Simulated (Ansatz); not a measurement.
Input for Ansatz (development build ahead of 0.2.0):

```yaml
crystal:
  periodic: [false, false, false]
  atoms:
    - { symbol: "N", position_ang: [0.0, 0.0, 0.0] }
    - { symbol: H, position_ang: [0.0, 0.0, 1.352] }
basis:
  gaussian: { orbitals: "6-31G" }
magnetization:
  spin_polarized: true
hamiltonian:
  xc: pbe0
scf:
  omitted_lower_state_checks: [starts, atomic_configurations, cluster_reference, orbital_swaps, given_window_search, neighbouring_geometries, increment]
output:
  forces: true
```

The input is written out in the form of the current development build from the run's settings.

Output:

```
Converged                       : yes
Total energy                    : -55.08447 hartree
Spin squared of the determinant : 1.000
Stability test                  : minimum
```

Forces (eV/Å):
```tsv
atom	Fx	Fy	Fz
N1	0.000	0.000	4.318
H2	0.000	0.000	-4.318
```

Caution: another spin multiplicity may lie lower; the unrestricted determinant is a mixture of spin states.
